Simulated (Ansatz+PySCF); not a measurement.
A calculation with PySCF 2.14.0.

```python
from pyscf import gto, dft

mol = gto.M(atom="""
O 0.000000 0.000000 -0.116850
H 0.000000 0.820410 0.467400
H 0.000000 -0.820410 0.467400
""", basis='def2-svp', charge=1, spin=1)
mf = dft.UKS(mol, xc='wb97x')
mf.init_guess = 'minao'
mf.kernel()
while True:  # follow internal instabilities
    mo, _, stable, _ = mf.stability(return_status=True)
    if stable: break
    mf.kernel(mf.make_rdm1(mo, mf.mo_occ))
print(mf.converged, mf.e_tot, mf.spin_square()[0])
```

The script is written out from the run's settings.

Results

- Converged: yes
- Total energy: -75.88693 hartree
- Spin squared of the determinant: 0.753
